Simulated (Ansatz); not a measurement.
Born–Oppenheimer molecular dynamics of FH3Si (5 atoms, charge 0, multiplicity 1). It starts at the highest image of a converged band, a first-order saddle point between two minima.

All numbers below come from RKS revPBE-D4/def2-SVP in Ansatz 0.2.0.

```yaml
ensemble: NVE (velocity Verlet)
time_step: 0.5 fs
steps_asked: 200
starting_velocities_drawn_for: 300 K
seed: 10627
```

First frame:

```xyz
5
Properties=species:S:1:pos:R:3
Si 0.179 0.000 -0.417
F 0.995 0.000 1.432
H 1.631 0.000 0.472
H -0.781 1.175 -0.304
H -0.781 -1.175 -0.304
```

Problem. How far do the bonds stretch over the last three quarters of this one trajectory? (Pairs bonded in most of those frames.)

Solution. 
```json
{"bond": "Si1–F2", "mean (Å)": "1.764", "spread (Å)": "0.211", "shortest": "1.44", "longest": "2.09"}
{"bond": "Si1–H3", "mean (Å)": "1.622", "spread (Å)": "0.165", "shortest": "1.31", "longest": "1.90"}
{"bond": "Si1–H4", "mean (Å)": "1.531", "spread (Å)": "0.053", "shortest": "1.43", "longest": "1.64"}
{"bond": "Si1–H5", "mean (Å)": "1.531", "spread (Å)": "0.057", "shortest": "1.43", "longest": "1.64"}
```

Mean temperature of the second half: 4198 K. The conserved energy stayed within 1.1 meV per atom of its start (net change -0.3 meV per atom), so the integration is sound. The kinetic energy rose, since the run started high on the potential surface and went downhill. A run of 0.1 ps of so small a system gives no equilibrium averages. The orbitals stay closed-shell, which can raise the energy where a bond breaks towards radicals; this wasn't checked here.

The run took 2.6 min on 1 thread of Arm Neoverse V1, on a shared host, peak memory 0.087 GiB.
